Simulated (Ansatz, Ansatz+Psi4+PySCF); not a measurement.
```csv
atom,x (Å),y (Å),z (Å)
Ti,0.0000,0.0000,-0.4575
O,0.0000,0.0000,1.2580
```

Basis set: cc-pVTZ (spherical functions). Correlated methods keep 6 orbitals frozen. Charge 0, multiplicity 3.

Computed with Ansatz (development build ahead of 0.2.0); each method stands on the lowest determinant of its kind that the runs found.

(1) Give the atomization energy at this shape (free ground-state atoms in the same class of orbitals less the molecule, no zero-point energy) of triplet TiO by UHF-MP2, UHF.

## Answers

(1)

| method | atomization energy |
| --- | --- |
| UHF-MP2 | 5.48 eV |
| UHF | 2.40 eV |

Caution: the shape is not the minimum; the unrestricted determinant is spin contaminated.
